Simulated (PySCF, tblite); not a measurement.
Isomers of C5H7O (doublet state), one GFN2-xTB conformer each. Single-point energies are computed at B3LYP/pcH-1 (PySCF, gas phase, no added dispersion term), electronic only. GFN2-xTB treats the open shell by occupation alone, and not every SCF solution was tested for stability.

Task: Rank them by B3LYP/pcH-1 energy, lowest first (kJ/mol).
A. `[CH3:1][O:2][CH2:3][C@H:4]1[C:5]=[CH:6]1` (doublet state) with C1–O2–C3–C4 -175°, O2–C3–C4–C5 -153°
B. `[CH3:1][O:2][CH:3][CH:4]1[CH:5]=[CH:6]1` (doublet state) with C1–O2–C3–C4 178°, O2–C3–C4–C5 -151°

Result: B (0.0), A (72.2).

GFN2-xTB itself gives, in the same order: 0.0, 85.1. Both levels put the same isomer lowest.

Task: What happens when harmonic zero-point energies from GFN2-xTB frequencies are added?

Result: 
| SMILES | ZPE (kJ/mol) | electronic (kJ/mol) | with ZPE (kJ/mol) |
| --- | --- | --- | --- |
| CO[CH]C1C=C1 | 261.5 | 0.0 | 0.0 |
| COC[C@H]1[C]=C1 | 267.0 | 72.2 | 77.6 |

The zero-point energies span 5.5 kJ/mol. The order is unchanged.
